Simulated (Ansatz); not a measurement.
# C3H5NO: rigid torsion scan

Aim: a rigid torsion scan, for C3H5NO, run from a script. SMILES: CC(=N)C=O.

All numbers are computed with Ansatz 0.2.0 through its Python package. Level of theory: Hartree-Fock/def2-SVP.

## Step 1: The system

Bond lengths: C1–C2 1.508 Å, C2–N3 1.284 Å, C2–C4 1.504 Å, C4–O5 1.196 Å, C1–H6 1.018 Å, C1–H7 1.105 Å, C1–H8 1.102 Å, N3–H9 1.006 Å, C4–H10 1.143 Å. Angles: C1–C2–N3 122.7°, C1–C2–C4 118.8°, N3–C2–C4 118.4°, C2–C1–H6 111.9°, C2–C1–H7 108.7°, C2–C1–H8 104.8°, H6–C1–H7 112.7°, H6–C1–H8 111.4°, H7–C1–H8 107.0°, C2–N3–H9 111.4°, C2–C4–O5 123.7°, C2–C4–H10 111.4°, O5–C4–H10 124.3°.

No structure file is read: the coordinates are typed or built in the script.

## Step 2: The code

File torsion_c3h5no.py:

```python
"""Rigid torsion scan of C3H5NO."""

import ansatz as az
from ase import Atoms


def main() -> None:
    atoms = Atoms(["C", "C", "N", "C", "O", "H", "H", "H", "H", "H"], positions=[
        [-0.3943, -0.5568, 1.1487],
        [0.1639, 0.3097, 0.0486],
        [0.7428, 1.4328, 0.277],
        [0.1239, -0.2002, -1.3653],
        [0.533, 0.4166, -2.3047],
        [0.024, -1.4845, 1.1498],
        [-0.2672, -0.0308, 2.1124],
        [-1.4765, -0.6042, 0.9469],
        [1.1148, 1.8331, -0.5674],
        [-0.4812, -1.1668, -1.4431],
    ])

    # start the scan from a relaxed geometry
    first = (
        az.Crystal.molecule_from_ase(atoms).calculation()
        .basis(gaussian="def2-SVP")
        .functional("hf")
        .relax(force_tolerance=0.02, max_steps=80)
    )
    atoms.positions = first.run(threads=1).report["positions_ang"]

    start = atoms.get_dihedral(0, 1, 3, 4)
    energies = {}
    for turn in range(0, 360, 40):
        turned = atoms.copy()
        turned.set_dihedral(0, 1, 3, 4, start + turn, indices=[3, 4, 9])
        base = (
            az.Crystal.molecule_from_ase(turned).calculation()
            .basis(gaussian="def2-SVP")
            .functional("hf")
        )
        energies[round((start + turn) % 360)] = base.run(threads=1).report["free_energy_ev"]
    floor = min(energies.values())
    print("dihedral C0-C1-C3-O4 (deg)   E - E(min) (kJ/mol)")
    for angle, e in sorted(energies.items()):
        print(f"{angle:8d} {96.485332 * (e - floor):14.3f}  " + "#" * int(30 * (e - floor) / max(max(energies.values()) - floor, 1e-9)))


if __name__ == "__main__":
    main()
```

## Step 3: The input behind the calls

The engine receives this input (first run):

```yaml
crystal:
  periodic: [false, false, false]
  atoms:
    - { symbol: C, position_ang: [-0.3943, -0.5568, 1.1487] }
    - { symbol: C, position_ang: [0.1639, 0.3097, 0.0486] }
    - { symbol: "N", position_ang: [0.7428, 1.4328, 0.277] }
    - { symbol: C, position_ang: [0.1239, -0.2002, -1.3653] }
    - { symbol: O, position_ang: [0.533, 0.4166, -2.3047] }
    - { symbol: H, position_ang: [0.024, -1.4845, 1.1498] }
    - { symbol: H, position_ang: [-0.2672, -0.0308, 2.1124] }
    - { symbol: H, position_ang: [-1.4765, -0.6042, 0.9469] }
    - { symbol: H, position_ang: [1.1148, 1.8331, -0.5674] }
    - { symbol: H, position_ang: [-0.4812, -1.1668, -1.4431] }
basis:
  gaussian:
    orbitals: def2-SVP
hamiltonian:
  xc: hf
relax:
  f_tol: 0.02
  max_steps: 80
```

## Step 4: Running it

Run with:

```sh
$ python torsion_c3h5no.py
```

Q: Predict the main results. Wanted: range of energy; lowest point, turn.

The runs gave:

```
              quantity     value
         runs compared         9
       range of energy  0.256 eV
lowest point, turn (°)         0
```

What this shows: The lowest point lies at a turn of 0°, the highest 0.256 eV (24.7 kJ/mol) above it at 80°. The grid can miss the true lowest and highest points, and the rest of the molecule is held rigid. Run 0: After 5 moves the largest shift is 0.069 Å, of atom 10 (H). The scan is rigid and the energies are electronic, in a modest basis. With rigid groups the curve can differ much from the relaxed path, the start wasn't checked as a minimum of this torsion, and equivalent turns needn't return to the same energy.
